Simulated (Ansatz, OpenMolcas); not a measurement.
## Worked example: vertical energy of the triplet above the singlet of C3H5N (propanenitrile)

C3H5N has 9 atoms, charge 0, and is taken as a singlet. As SMILES, `CCC#N`. The coordinates come from a PBE0-D4/def2-TZVP relaxation.

```xyz
9

C    -0.4065    0.8280   -0.4382
C    -0.1171   -0.3184    0.5262
C     0.9808   -1.1595    0.0751
N     1.8504   -1.8127   -0.2970
H    -0.6779    0.4488   -1.4240
H    -1.2338    1.4301   -0.0602
H     0.4661    1.4723   -0.5506
H    -0.9992   -0.9530    0.6500
H     0.1373    0.0645    1.5186
```

Both states at this one shape; open shells run unrestricted unless said. 1 Eh = 27.2114 eV.

| level | program | singlet C3H5N (Eh) | triplet C3H5N (Eh) |
| --- | --- | --- | --- |
| M06-L/def2-SVPD | OpenMolcas | -171.921020 | -171.672997 |
| B3LYP/def2-SVPD | Ansatz | -171.949996 | -171.702376 |
| MP2/def2-SVPD, 4 core orbitals frozen | Ansatz | -171.426135 | -171.145990 |

Problem. Work out the vertical gap, second state less first, at each level.

Solution. 
1. M06-L/def2-SVPD: -171.672997 − (-171.921020) = 0.248023 Eh = 6.75 eV.
2. B3LYP/def2-SVPD: -171.702376 − (-171.949996) = 0.247620 Eh = 6.74 eV.
3. MP2/def2-SVPD: -171.145990 − (-171.426135) = 0.280145 Eh = 7.62 eV.

No measured value is set beside it here; the levels span 6.74 to 7.62 eV.
